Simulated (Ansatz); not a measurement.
CoC2: from a trial structure to a relaxed crystal

Theory: Ansatz 0.2.0, DFT PBE, scalar-relativistic, plane waves, PAW. Cutoff 420 eV, Γ-centred k mesh, Gaussian smearing, collinear spin, first started from parallel moments.

CoC2 was placed on the cubic Laves (C15) structure type (Fd-3m, No. 227), with Co in place of Mg, C in place of Cu, at a guessed volume.

```
CELL_PARAMETERS angstrom
0.00000 2.93912 2.93912
2.93912 0.00000 2.93912
2.93912 2.93912 0.00000
ATOMIC_POSITIONS crystal
Co 0.00000 0.00000 0.00000
Co 0.25000 0.25000 0.25000
C 0.62500 0.62500 0.62500
C 0.12500 0.62500 0.62500
C 0.62500 0.62500 0.12500
C 0.62500 0.12500 0.62500
```

Steps on the 6×6×6 mesh (6 atoms). 4 of 4 steps are shown, and the free energy counts from the last. Trial steps that were taken back and renewals of the plane-wave basis can be among the rows.

```json
{"step": "1", "ΔF (meV/atom)": "20.8", "V (Å³/atom)": "8.46", "P (GPa)": "-11.22"}
{"step": "2", "ΔF (meV/atom)": "4.3", "V (Å³/atom)": "8.16", "P (GPa)": "-5.51"}
{"step": "3", "ΔF (meV/atom)": "-1.0", "V (Å³/atom)": "7.89", "P (GPa)": "0.31"}
{"step": "4", "ΔF (meV/atom)": "0.0", "V (Å³/atom)": "7.89", "P (GPa)": "0.14"}
```

A final relaxation ran on a 12×12×12 mesh. The relaxed crystal, Fd-3m (No. 227):

```
Co C
1.0
     0.00000    2.86831    2.86831
     2.86831    0.00000    2.86831
     2.86831    2.86831    0.00000
Co C
2 4
Direct
  0.00000 0.00000 0.00000
  0.25000 0.25000 0.25000
  0.62500 0.62500 0.62500
  0.12500 0.62500 0.62500
  0.62500 0.62500 0.12500
  0.62500 0.12500 0.62500
```

```json
{
  "Volume per atom": "7.87 Å³",
  "Density": "5.84 g/cm³",
  "Energy over the elements": "2.72 eV/atom",
  "Gap on the 12×12×12 mesh": "0 eV (a metal)",
  "Net moment per atom": "0.32 μB",
  "Largest site moment": "0.99 μB"
}
```

The zero of energy is the elements' standard structures at the same level; no fitted shifts are applied.

The final run used a 12×12×12 mesh on its 6-atom cell and 0.10 eV smearing. The k mesh leaves about 4 meV/atom of noise in metals.

A structure relaxed within its symmetry needn't be a true minimum.